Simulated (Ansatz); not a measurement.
1T (CdI2-type) TiTe2 was calculated with r²SCAN in Ansatz (plane waves, PAW).

Numerical settings: plane-wave cutoff 560 eV, 18×18×10 k mesh (along the axes of the cell as run), Fermi–Dirac smearing 0.05 eV, no spin polarisation, scalar-relativistic PAW data made under PBE.

Cell (relaxed at this level):

```yaml
crystal:
  lattice:
    - [3.80092, 0.00000, 0.00000]
    - [-1.90046, 3.29169, 0.00000]
    - [0.00000, 0.00000, 6.90059]
  atoms:
    - { symbol: Ti, position: [0.00000, 0.00000, 0.00000] }
    - { symbol: Te, position: [0.33333, 0.66667, 0.24616] }
    - { symbol: Te, position: [0.66667, 0.33333, 0.75384] }
```

Question: Estimate the bulk modulus that the calculation returns.

Answer: 
bulk modulus: 15.0 GPa

The run finds no gap.

Note: for a layered or molecular solid the relaxed cell lies over 5 % above the published volume, where the minimum can be shallow; the cell comes from a level without a dispersion term, which matters for the spacing of layers, chains or molecules; the volume lies 8 % above that of the published cell; the bulk modulus comes from volumes at which shape and atoms were relaxed.

Spin–orbit coupling is not included; it can open a gap where bands touch, and shift volumes and moduli.

The computed numbers hold no vibrational or temperature effects.

Ansatz is a first-principles code.
